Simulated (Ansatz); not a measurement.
C3H7NO can be A, `COC(C)=N`, or B, `C=C(N)OC`.

Gas-phase electronic energies from Ansatz, PBE0-D4/def2-TZVP geometries. CCSD(T)/CBS adds triple-zeta CCSD(T) − MP2 to the extrapolated MP2 energy (def2 sets, frozen cores). DFT in def2-TZVPP. One conformer a species, not always the lowest.

A:

Z-matrix (Å, degrees):
```
C
O 1 1.419
H 1 1.091 2 110.7
H 1 1.089 2 105.8 3 119.9
H 1 1.092 2 110.7 3 -120.1
C 2 1.341 1 116.0 3 60.1
N 6 1.265 2 121.0 1 0.0
C 6 1.496 2 110.4 1 180.0
H 7 1.014 6 110.6 2 180.0
H 8 1.089 6 111.0 2 179.7
H 8 1.092 6 109.9 2 -59.3
H 8 1.092 6 109.9 2 58.6
```

B:

Z-matrix (Å, degrees):
```
C
O 1 1.407
H 1 1.095 2 111.1
H 1 1.094 2 111.0 3 121.7
H 1 1.089 2 106.3 3 -119.2
C 2 1.349 1 117.1 3 -59.9
N 6 1.382 2 108.9 1 -177.8
C 6 1.340 2 125.8 1 -0.1
H 7 1.006 6 114.1 2 -162.3
H 7 1.008 6 113.3 2 -31.3
H 8 1.081 6 119.7 2 179.2
H 8 1.077 6 122.3 2 -2.8
```

Question: Which isomer does CCSD(T)/CBS put lower? Give the gap. (Best estimate.)

Answer: Computed: A, by 12.3 kcal/mol.

Question: Give E(B) − E(A) in kcal/mol with PBE0-D4, CCSD/def2-TZVPP, CCSD(T)/def2-TZVPP, MP2/def2-TZVPP, r2SCAN-D4, PBE-D4, B2PLYP. (Best estimate.)

Answer: Computed: PBE0-D4 11.2, CCSD/def2-TZVPP 12.9, CCSD(T)/def2-TZVPP 13.1, MP2/def2-TZVPP 12.6, r2SCAN-D4 11.7, PBE-D4 11.6, B2PLYP 12.4. None reverses the order clearly.

Largest T1 diagnostic: 0.013.
